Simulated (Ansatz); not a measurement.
Frontier orbitals of C$_{3}$H$_{4}$O, SMILES `OC1=CC1`.

The species carries charge 0 and has multiplicity 1. The structure was optimised at the PBE0-D4/def2-TZVP level. It is one conformer, not always the lowest. Basis def2-TZVPP, Ansatz 0.2.0.

Orbital energies of one run (eV). Highest occupied ones, from the top: -5.22, -7.02, -8.16, -9.05, -10.92, -10.98, -12.71, -14.19, -15.43, -21.39, -26.98, -269.46, -269.87, -271.26. Empty: -0.16, 0.12, 1.37, 1.63, 2.50, 2.66.

(1) Which functional gave them?
A. r2SCANh
B. PBE0
C. BLYP
D. ωB97M-V

Results:

(1) C. HOMO energies: BLYP -5.22, ωB97M-V -8.75, r2SCANh -5.97, PBE0 -6.52 eV.
